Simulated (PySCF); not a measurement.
## He: ionisation energy

He 1s2 (1S) → He⁺ 1s1 (2S), as a difference of total energies. All numbers are calculated (PySCF 2.14, the non-relativistic Hamiltonian (point nucleus), in 6-31G* (2s, 2 functions)). Correlated levels: valence: nothing frozen. The calculations carry no spin-orbit coupling.

```
           method  ionisation energy (eV)  error (eV)
              UHF                  23.444      -1.143
             BP86                  24.782      +0.195
             MN15                  24.854      +0.267
    MP2 (valence)                  23.749      -0.838
SCS-MP2 (valence)                  23.809      -0.778
   CCSD (valence)                  23.852      -0.735
```

Reference: 24.587 eV (measured; NIST Atomic Spectra Database, ionization energies).

Errors of the correlated levels include the incompleteness of this basis.

With two correlated electrons CCSD is exact in that space.
